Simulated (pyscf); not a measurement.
water (H₂O) + O=Si(OH)–F -> HO–Si(OH)(OH)–F, an addition across a multiple bond or ene-type step (singlet surface; H–O broken, O–Si, H–O formed). Single points on ωB97X-D3(BJ)/def2-SVP structures (PySCF, gas phase). Correlated levels are frozen-core, on RHF or UHF. ΔMP2 is the change of the MP2 total energy from the triple- to the quadruple-zeta basis. Energies in kcal/mol from the separated reactants.

AM1 to PM7: differences of heats of formation from MOPAC, which are fitted to 298 K values and so differ in kind from electronic energies by zero-point and thermal terms. 

Problem. Quick PM6 single points give ΔE‡ = -14.8 kcal/mol and ΔE = -62.4 kcal/mol. What does CCSD(T)/def2-TZVPP + ΔMP2(QZVPP) give, and how far is the quick result from it?

Solution. CCSD(T)/def2-TZVPP + ΔMP2(QZVPP) gives ΔE‡ = -22.7 kcal/mol and ΔE = -76.9 kcal/mol. PM6 lies 7.9 kcal/mol over it in the barrier and 14.5 kcal/mol over it in the reaction energy, so on this step it does not hold to within 3.0 kcal/mol. CCSD(T)/def2-TZVPP + ΔMP2(QZVPP) has limits of its own. On the reactant side the descent ends in an adduct with a O–Si contact, 28.8 kcal/mol under the separated species and 3.6 kcal/mol under the saddle at ωB97X-D3(BJ)/def2-TZVP. At CCSD(T) the saddle lies under the separated reactants, which points to a path from their complex (located at ωB97X-D3(BJ) alone). What is counted as formed (O–Si) is already present as a longer contact in the reactant adduct; forming that adduct is a step of its own. At ωB97X-D3(BJ)/def2-TZVP the barrier from the zero used here is -25.2 kcal/mol. This is the saddle that the search found; another between the same sides may lie lower. The CCSD(T) − MP2 part came from Ansatz, without density fitting, on the same reference.
